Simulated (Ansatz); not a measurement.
# CH2Cl−: functionals against CCSD(T) at one geometry

One table from this session's results is given with a row withheld; the runs are named, their logs left out.

The runs use Ansatz 0.2.0, Gaussian basis; single points in def2-TZVPPD.

Correlated methods freeze the cores.

## The starting structure

SMILES `[CH2-]Cl`, 4 atoms, charge -1, spin multiplicity 1.

Atoms are counted from 1 here; the program's logs count them from 0.

Bond lengths: C1–Cl2 1.987 Å, C1–H3 1.089 Å, C1–H4 1.318 Å. Angles: Cl2–C1–H3 102.7°, Cl2–C1–H4 110.4°, H3–C1–H4 95.8°.

As a file:

```xyz
4
CH2Cl
C     0.30250   -0.36900    0.18270
Cl   -0.44170    1.36900    0.79390
H    -0.58180   -0.89780   -0.17110
H     0.86120   -0.23720   -1.00320
```

Set-up of the first run:

The input, run/in.yaml:

```yaml
crystal:
  periodic: [false, false, false]
  atoms:
    - {symbol: C, position_ang: [0.302500, -0.369000, 0.182700]}
    - {symbol: Cl, position_ang: [-0.441700, 1.369000, 0.793900]}
    - {symbol: H, position_ang: [-0.581800, -0.897800, -0.171100]}
    - {symbol: H, position_ang: [0.861200, -0.237200, -1.003200]}
basis:
  gaussian: {orbitals: "def2-TZVPPD.json"}
total_charge: -1
correlation: {method: ccsd_t}
output: {forces: true}
```

The basis file named in the input lies beside it (Basis Set Exchange, JSON).

The command line of these runs was not kept.

Among the steps run: CCSD(T)/def2-TZVPPD; PBE0-D4/def2-TZVPPD; wB97M-V/def2-TZVPPD; r2SCAN-D4/def2-TZVPPD; PBE-D4/def2-TZVPPD; LC-wPBE/def2-TZVPPD; BLYP-D4/def2-TZVPPD.

One of the session's tables, all rows but one given; the rest of the session is left out.

| method | RMS force component (eV/Å) | angle to CCSD(T) forces (°) |
| --- | --- | --- |
| CCSD(T) | 1.282 | reference |
| PBE0-D4 | 1.314 | 4.0 |
| wB97M-V | 1.332 | 3.6 |
| r2SCAN-D4 | 1.274 | 1.7 |
| PBE-D4 | 1.226 | 6.3 |
| LC-wPBE | 1.423 | 9.3 |
| BLYP-D4 | ? | ? |

Q: Estimate the row for BLYP-D4 from the others.

The run gave: RMS force component (eV/Å): 1.200; angle to CCSD(T) forces (°): 7.7. In the column «RMS force component (eV/Å)» it is the lowest.

Limits of these values: The anion's highest level is positive in at least one run, so there the basis alone may hold the extra electron.
